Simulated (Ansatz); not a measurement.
Geometry optimisation, Ansatz 0.2.0, UKS revPBE/cc-pVDZ.

input.yaml

```yaml
crystal:
  periodic: [false, false, false]
  atoms:
    - { symbol: C, position_ang: [-1.3533, 1.1823, -0.077] }
    - { symbol: C, position_ang: [-0.1659, 0.7328, 0.0206] }
    - { symbol: C, position_ang: [0.0956, -0.6745, -0.0402] }
    - { symbol: C, position_ang: [1.4357, -1.1603, 0.0794] }
    - { symbol: F, position_ang: [1.5905, -2.5037, 0.0154] }
    - { symbol: H, position_ang: [-2.2691, 0.6036, -0.2232] }
    - { symbol: H, position_ang: [-1.5491, 2.3003, -0.0434] }
    - { symbol: H, position_ang: [0.7083, 1.4419, 0.1468] }
    - { symbol: H, position_ang: [-0.6941, -1.3527, -0.1158] }
    - { symbol: H, position_ang: [2.2845, -0.6209, 0.2404] }
magnetization:
  spin_polarized: true
basis:
  gaussian: { orbitals: cc-pVDZ }
hamiltonian:
  xc: revpbe
relax:
  f_tol: 0.02
  max_steps: 50
```

Command:

```bash
$ ansatz run input.yaml --threads 2 --pin off --max-ram 3072MiB --backend cpu --events-out ev --progress --plain --runs-dir out
```

**Question.** Where does it end, and by what steps?

**Answer.** The run converged. After 6 steps the energy has fallen by 0.703 eV; C1 moved furthest, 0.09 Å.

| step | energy less start (eV) | largest force component (eV/Å) | accepted |
| --- | --- | --- | --- |
| 0 | 0.0000 | 6.875 | yes |
| 1 | -0.6441 | 1.892 | yes |
| 2 | -0.6779 | 0.440 | yes |
| 3 | -0.6980 | 0.465 | yes |
| 4 | -0.7001 | 0.281 | yes |
| 5 | -0.7028 | 0.027 | yes |
| 6 | -0.7029 | 0.003 | yes |

```xyz
10
Properties=species:S:1:pos:R:3
C -1.401 1.262 -0.084
C -0.159 0.726 0.023
C 0.136 -0.701 -0.022
C 1.392 -1.192 0.085
F 1.651 -2.523 0.041
H -2.292 0.629 -0.216
H -1.558 2.349 -0.042
H 0.703 1.403 0.153
H -0.694 -1.415 -0.150
H 2.305 -0.589 0.215
```

Whether the end is a true minimum wasn't checked by a vibrational analysis.

Time of the run: 15 s on 2 threads of Arm Neoverse V2, on a shared host, peak memory 0.15 GiB.
